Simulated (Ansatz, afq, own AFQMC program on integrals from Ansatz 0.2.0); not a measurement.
**AFQMC, coupled cluster and functionals along a coordinate of GeNH3, triplet**

```csv
atom,x (Å),y (Å),z (Å)
Ge,-0.2797,-0.0021,0.0009
N,1.6147,0.0123,-0.0051
H,-0.7720,1.4535,0.0039
H,-0.7514,-0.7367,1.2654
H,-0.7593,-0.7341,-1.2622
```

All coordinates are scaled about the centre. Energies in mEh count from this geometry (1.000) at the same level; the start stands on UHF, each point on the determinant named.

Basis cc-pVDZ. Noble-gas cores (and the filled d shells of Ga–Kr and In–Xe) are frozen. Ansatz 0.2.0 and our own AFQMC program on the same integrals; the CISD trial comes from CCSD amplitudes, and released means the phaseless constraint is let go. Uncertainties: one standard error, sampling alone. No spin–orbit coupling.

Cautions, each for one point or more: higher spins were not checked; inner d shell frozen; lower spins were not checked; no relativity below Rb; no spin-orbit coupling; strong correlation; the search met a lower determinant of the same kind, perhaps of another symmetry; unrestricted determinant slightly spin contaminated; unrestricted determinant spin contaminated; walk and cluster series may follow different spin states.

```
scale of all distances  det.     T1  weight  ⟨S²⟩   CCSD    PBE0  CCSD(T)
                 0.891   UHF  0.016    0.90  2.01   64.9    58.3     65.5
                 1.120   UHF  0.022    0.87  2.09   30.6    33.7     29.3
                 1.505  UHF¶  0.090    0.65  3.75  246.7  262.6§    244.0
                 1.749  UHF¶  0.113    0.50  4.49  320.3  344.4§    314.4
```

Task: Estimate the curve of phaseless AFQMC with a CISD trial, counted from the same start.

Result: 
```json
{"scale of all distances": "0.891", "det.": "UHF", "T1": "0.016", "weight": "0.90", "⟨S²⟩": "2.01", "ph-AFQMC/CISD": "66.0 ± 0.5", "released AFQMC": "–"}
{"scale of all distances": "1.120", "det.": "UHF", "T1": "0.022", "weight": "0.87", "⟨S²⟩": "2.09", "ph-AFQMC/CISD": "28.7 ± 0.5", "released AFQMC": "28.5 ± 0.8"}
{"scale of all distances": "1.505", "det.": "UHF¶", "T1": "0.090", "weight": "0.65", "⟨S²⟩": "3.75", "ph-AFQMC/CISD": "238.3 ± 1.1", "released AFQMC": "235.3 ± 1.8*"}
{"scale of all distances": "1.749", "det.": "UHF¶", "T1": "0.113", "weight": "0.50", "⟨S²⟩": "4.49", "ph-AFQMC/CISD": "314.4 ± 1.3", "released AFQMC": "311.6 ± 2.0*"}
```

Weight is that of the determinant in the CISD state; at the start T1 is 0.015 and the weight 0.89, and ⟨S²⟩ is 2.02. ¶ marks points with a poor determinant and no full CI, where no value is sure; they don't count among the departures. An asterisk marks released energies that aren't shown to be converged. Symmetry can't show for every point that it stays on the start's state. A dash marks a missing value, a released energy that hasn't settled or a functional that sits on another state. § marks a functional whose ⟨S²⟩ is too high by over 0.1. Largest departures from phaseless AFQMC with a CISD trial: CCSD(T) 0.6 mEh at 1.120 (on UHF) (within the noise), CCSD 2.0 mEh at 1.120 (on UHF), PBE0 -7.7 mEh at 0.891. The walk's constraint bias lies outside its error bars, so these are departures and not errors. Functionals count only at points shown to share the start's state and spin. In this small basis the wave-function levels are far from their limit, so their gap to the functionals isn't the functionals' error.

A walk keeps the symmetry of its determinant, which the program's search chose and which needn't be the lowest solution, so a lower state of the same spin and another symmetry isn't excluded.
